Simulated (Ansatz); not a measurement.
Coupled-cluster diagnostics for NaLi2, Ansatz.

Geometry of the doublet (PBE/def2-TZVP):

```xyz
3

Li    1.058    0.478   -0.995
Li   -1.636   -0.153   -0.935
Na    0.578   -0.325    1.930
```

Correlated methods freeze 1 core orbital; core or outer-core shells of Li, Na are correlated, in sets that lack core-valence functions. In CCSD on the charge 0 doublet the largest single amplitude is 0.19, so its Hartree–Fock determinant may place the open shell otherwise than the density functionals do. At PBE0/def2-TZVPD a triplet of charge -1 lies 0.21 eV below the restricted singlet at the same geometry. The structure comes from a short search, and lower isomers may exist.

Geometry of the charge 0 quartet (PBE/def2-TZVP):

```
atom   x (Å)   y (Å)   z (Å)
 Li1   1.509  -1.265   0.290
 Li2  -0.443   0.315  -1.915
 Na3  -1.066   0.950   1.625
```

(1) Estimate the CCSD(T) correlation energy, the shares of MP2 and (T), T1 and the reference's ⟨S²⟩ for: charge 0, doublet, own geometry in def2-TZVPP; charge 0, doublet, own geometry in def2-TZVPD; charge 0, quartet, own geometry in def2-TZVPP; charge 1, singlet, vertical in def2-TZVPP; charge -1, singlet, vertical in def2-TZVPD; and the rough time on 4 threads of Arm Neoverse V2 on a shared host.

Answers

(1) 
```json
{"state": "charge 0, doublet, own geometry", "basis": "def2-TZVPP", "correlation (eV)": "-7.525", "MP2 share (%)": "87.8", "(T) share (%)": "1.4", "T1": "0.060", "⟨S²⟩ (pure)": "1.13 (0.75)", "wall time": "1.6 s", "remarks": "large T1 (0.060), spin-contaminated (⟨S²⟩ 1.13)"}
{"state": "charge 0, doublet, own geometry", "basis": "def2-TZVPD", "correlation (eV)": "-7.447", "MP2 share (%)": "88.1", "(T) share (%)": "1.4", "T1": "0.057", "⟨S²⟩ (pure)": "1.09 (0.75)", "wall time": "1.6 s", "remarks": "large T1 (0.057), spin-contaminated (⟨S²⟩ 1.09)"}
{"state": "charge 0, quartet, own geometry", "basis": "def2-TZVPP", "correlation (eV)": "-6.908", "MP2 share (%)": "91.3", "(T) share (%)": "1.0", "T1": "0.015", "⟨S²⟩ (pure)": "3.75 (3.75)", "wall time": "1.3 s", "remarks": "–"}
{"state": "charge 1, singlet, vertical", "basis": "def2-TZVPP", "correlation (eV)": "-7.337", "MP2 share (%)": "90.3", "(T) share (%)": "1.0", "T1": "0.008", "⟨S²⟩ (pure)": "0.00 (0.00)", "wall time": "0.45 s", "remarks": "restricted SCF unstable"}
{"state": "charge -1, singlet, vertical", "basis": "def2-TZVPD", "correlation (eV)": "-8.355", "MP2 share (%)": "87.3", "(T) share (%)": "2.1", "T1": "0.031", "⟨S²⟩ (pure)": "0.00 (0.00)", "wall time": "1.1 s", "remarks": "large T1 (0.031), restricted SCF unstable"}
```
Customary marks for T1 are 0.02 (closed shells), 0.045 (open shells) and about 0.05 (3d metals). T1 exceeds 0.02 in 3 of 5 rows and 0.045 in 2; the higher it lies, the less the single-reference result can be trusted.
